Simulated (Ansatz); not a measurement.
in.yaml

```yaml
crystal:
  periodic: [false, false, false]
  atoms:
    - {symbol: H, position_ang: [-1.848844, 0.059434, 0.000000]}
    - {symbol: H, position_ang: [-0.969844, 0.059434, 0.000000]}
    - {symbol: N, position_ang: [0.171156, 0.059434, 0.000000]}
    - {symbol: H, position_ang: [0.440238, -0.944792, 0.000000]}
basis:
  gaussian: {orbitals: 6-31G}
magnetization: {spin_polarized: false, initial_magnetization: 2}
correlation: {method: fci, electrons: outside_noble_gas}
```

```sh
$ ansatz run in.yaml --threads 1 --pin off --events-out ev --progress --plain --max-ram 2393MiB
```

**Question.** Roughly how long does this take on 1 thread of Arm Neoverse V1, shared host, and how much host memory?

**Answer.** 1.8 s wall and 0.12 GiB.

```
336 factors; integrals over basis functions are off by at most 6.0e-8 eV
mean field evaluation 1: about -1523.1290 eV, gradient 1.1e1 eV
mean field evaluation 2: about -1523.1290 eV, gradient 1.1e1 eV
mean field evaluation 4: about -1523.5547 eV, gradient 1.9e0 eV
mean field evaluation 8: about -1523.5655 eV, gradient 5.5e-4 eV
mean field -1523.56547964 eV, -55.9899986671 hartree, gradient 4.8e-6 eV, S^2 2.000000; 0 other end points of the search recorded, 0 dependent functions left out
mean field evaluation 16: about -1523.9307 eV, gradient 1.6e0 eV
1 core orbitals not correlated: weight in the atoms' cores, before any rotation towards them, 1.000 or more for the frozen orbitals, at most 0.000 for the correlated occupied ones
reference -1523.56547964 eV, -55.9899986671 hartree; 5, 3 occupied and 9, 11 virtual orbitals, 336 factors
state -1526.88090244 eV, -56.1118382076 hartree
Total energy: -1526.88090244 eV, -56.1118382076 hartree
```

Natural occupations: 1.9827 1.9651 1.9620 1.0002 0.9934 0.0322 0.0295 0.0134 0.0078 0.0048 0.0043 0.0026 0.0010 0.0009.
